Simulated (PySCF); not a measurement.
# CCl4: the cost of one run

The runs use PySCF 2.14.0, with density-fitted response routines of our own; the level of theory stands in each step. All values are computed, except where a source is named. Atoms count from 0, in the outputs and in this text.

**1. The starting structure**

5 atoms, charge 0, multiplicity 1; geometry from: MMFF94s.

Bonds of the start (Å): Cl0–C1 1.78, C1–Cl2 1.78, C1–Cl3 1.78, C1–Cl4 1.78.

**2. Geometry optimisation at PBE0-D3(BJ)/def2-SVP**

Job settings and geometry (Å):

```
{"job": {"xc": "PBE0", "basis": "def2-SVP", "d3": "d3bj", "grid": 1, "kind": "geom"}, "charge": 0, "multiplicity": 1}
Cl     1.357558    -1.150307    -0.091627
C     -0.000000     0.000001     0.000000
Cl     0.631770     1.665952    -0.005496
Cl    -1.071932    -0.233312    -1.403955
Cl    -0.917396    -0.282333     1.501077
```

Command:

```
$ OMP_NUM_THREADS=1 python probes_run.py task.json out
```

One launch serves the whole session: the jobs run in the order shown.

Q: Estimate the wall time and peak memory of this first job on 1 thread of Arm Neoverse V1, shared host.

About 11 s, with a peak of 0.36 GiB.
